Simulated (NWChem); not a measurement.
Extrapolating the MP2 correlation energy of methylamine (CH$_{5}$N)

```
C
H 1 1.1017
H 1 1.1017 2 106.33
H 1 1.1109 2 107.02 3 114.13
N 1 1.4464 2 109.84 3 -118.80
H 5 1.0177 1 110.59 2 -63.08
H 5 1.0177 6 106.10 1 119.97
```
Charge 0, spin multiplicity 1.

Program: NWChem. All single points use one geometry, from PBE0/def2-SVP, a minimum by its harmonic frequencies.

The correlated methods keep 2 core orbitals frozen.

Worked example. The MP2 correlation energy is -325.87 mHa in cc-pVDZ and -404.80 mHa in cc-pVTZ. The form E(X) = E∞ + A/X³ turns the pair into an estimate of the basis-set limit.

E∞ = (3³·(-404.80) − 2³·(-325.87))/(3³ − 2³) = -438.0 mHa. The larger basis holds 92 % of that. This is a two-point estimate, and a rough one from so small a pair.
